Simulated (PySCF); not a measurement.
# TDDFT excited states: C4H10S2

Methyl propyl disulfide, C₄H₁₀S₂.
SMILES: `CCCSSC`

Theory: TDDFT CAM-B3LYP/def2-SVPD, vertical, gas phase, core orbitals frozen in the response in PySCF. Geometry: PBE0-D3(BJ)/def2-SVP, one conformer, isolated molecule. Torsions of this conformer, `[CH3:1][CH2:2][CH2:3][S:4][S:5][CH3:6]`: C1–C2–C3–S4 180°, C2–C3–S4–S5 66°, C3–S4–S5–C6 87°.

Question: Predict the UV-vis stick spectrum at this level.

Answer: 

| state | E (eV) | E (hartree) | f | main configurations (H = HOMO, L = LUMO) |
| --- | --- | --- | --- | --- |
| S1 | 4.83 | 0.1773 | 0.0093 | H→L (88%) |
| S2 | 4.95 | 0.1819 | 0.0021 | H-1→L (88%) |
| S3 | 6.25 | 0.2296 | 0.0008 | H→L+1 (35%), H→L+3 (15%), H→L+2 (11%) |
| S4 | 6.38 | 0.2346 | 0.0033 | H→L+2 (30%), H-1→L+2 (15%), H→L+5 (13%) |
| S5 | 6.55 | 0.2406 | 0.011 | H→L+1 (35%), H→L+3 (25%) |
| S6 | 6.66 | 0.2446 | 0.037 | H-1→L+1 (51%), H-1→L+2 (20%) |
| S7 | 6.82 | 0.2505 | 0.011 | H-1→L+3 (30%), H→L+3 (15%), H→L+2 (14%) |
| S8 | 6.88 | 0.2529 | 0.028 | H-1→L+2 (25%), H-1→L+5 (17%), H-1→L+3 (14%) |
| S9 | 7.25 | 0.2663 | 0.073 | H→L+4 (68%) |
| S10 | 7.33 | 0.2695 | 0.010 | H→L+6 (58%), H→L+3 (12%), H-1→L+4 (9%) |

Triplets (Tamm–Dancoff): T1 4.13 eV, H→L (84%), H→L+4 (8%); T2 4.30 eV, H-1→L (84%), H-1→L+4 (9%); T3 5.67 eV, H→L+2 (18%), H→L+1 (15%), H→L+3 (13%); T4 5.81 eV, H-1→L+2 (23%), H→L+2 (16%), H-1→L+5 (13%).

The lowest singlet comes at 257 nm (466 kJ/mol) in the ultraviolet; it is weak; its leading configuration is HOMO→LUMO (88%). The strongest level in the table is S9 at 7.25 eV (171 nm, f = 0.073). Löwdin shares by element: HOMO sulfur 78%, carbon 14% or more; LUMO sulfur 85%, carbon 4% or more. Weighted by f, the mean energy of these states is 6.85 eV. The listed states span 2.51 eV, and the widest gap between neighbours is 1.30 eV (S2 to S3). The oscillator strengths of these states sum to 0.186; summed over the whole spectrum of an exact calculation they would give the number of electrons, 66 (Thomas–Reiche–Kuhn). All these states lie below the vertical ionisation energy of 8.81 eV (ΔSCF). Singlets were solved by full linear response, triplets in the Tamm–Dancoff approximation.
